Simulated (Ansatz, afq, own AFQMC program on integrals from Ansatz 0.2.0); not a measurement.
**Where AFQMC and coupled cluster stand for CH3, doublet**

```xyz
4

C    -0.2580   -0.4536   -0.6053
H    -1.2042   -0.3666   -0.0706
H     0.3168   -1.3784   -0.5494
H     0.1130    0.3840   -1.1966
```

Basis def2-TZVP. Only valence electrons are correlated. Ansatz 0.2.0 and our own AFQMC program on the same integrals; the CISD trial comes from CCSD amplitudes, and released means the phaseless constraint is let go. Error bars are statistical, one sigma.

Determinant: UHF, the one that the program's search chose, which needn't be the lowest solution. The geometry is a PBE0/def2-SVP stationary point of this or a neighbouring charge and spin state.

No full CI on the walks' own integrals is used here; CCSDT(Q) serves as the reference and is uncertain by about the last step of the cluster series.

```
T1 diagnostic                               : 0.0088
weight of the determinant in the CISD state : 0.936
⟨S²⟩ of the determinant                     : 0.762
size of the correlated space                : 7 electrons in 48 orbitals
```

```tsv
level	correlation energy (eV)
MP2	-4.0857
CCSD	-4.6817
CCSD(T)	-4.8005
```

Question: Estimate where AFQMC with the constraint released lies against CCSD(T) on the same integrals.

Answer: 1.5 ± 0.2 kJ/mol below CCSD(T).

Reference: CCSDT(Q), correlation energy -4.817 eV. The released energy is read at 2.40 1/Eh (meV from the phaseless value at times in 1/Eh: 0.6 ± 1.3 at 0.24, 0.3 ± 1.7 at 0.51, -0.4 ± 1.3 at 0.99, -1.4 ± 1.4 at 1.62, 1.3 ± 1.7 at 2.40).

```tsv
level	E − E(reference) (kJ/mol)	share of correlation (%)
CCSD(T)	1.6	99.66
CCSDT	0.3	99.94
ph-AFQMC/CISD	-0.1 ± 0.2	100.02
released AFQMC	0.0 ± 0.2	99.99
```

A walk keeps the symmetry of its determinant, which the program's search chose and which needn't be the lowest solution, so a lower state of the same spin and another symmetry isn't excluded. Released energies are given only where the last usable release times agree within the noise; a slower fall can still hide under it.
